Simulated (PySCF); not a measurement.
Ionising SiH

UHF; basis Si 6-311G(d,p), H 6-311G(d,p); no relativity; PySCF 2.14. Neutral (UHF): doublet (π ↑), Re = 1.517 Å, ωe = 2142 cm⁻¹, De = 2.20 eV, HOMO -7.97 eV, LUMO -0.08 eV.

SiH⁺ (RHF): singlet (closed shell), Re = 1.495 Å, ωe = 2298 cm⁻¹, De = 2.39 eV to Si⁺ + H. The energies at the minima are -289.43086 hartree for SiH and -289.15748 for SiH⁺.

**Question.** Work out the adiabatic ionisation energy, without and with harmonic zero-point energies (1 hartree = 27.2114 eV, 1 eV = 8065.5 cm⁻¹), and the change of the bond length.

**Answer.** At HF: 0.27338 hartree = 7.439 eV between the minima; the zero-point term (2298.0 − 2142.0)/2 cm⁻¹ = +0.010 eV makes it 7.449 eV. Re changes by -2.2 pm against the neutral. The electron leaves a π orbital, which is non-bonding in a hydride.

For an ion De counts to the pair picked by the measured ionisation energies or electron affinities, which need not be the lowest pair at this level. Where the molecule has an RHF reference, its open-shell atoms are computed with UHF. Hartree–Fock leaves out correlation, which carries a large part of most bond energies and some tenths to 1 eV of ionisation energies. States were picked by a PBE0 search and need not be the measured ground states.

Neutral and ion stand on different kinds of reference determinant, which adds to the error of the difference.
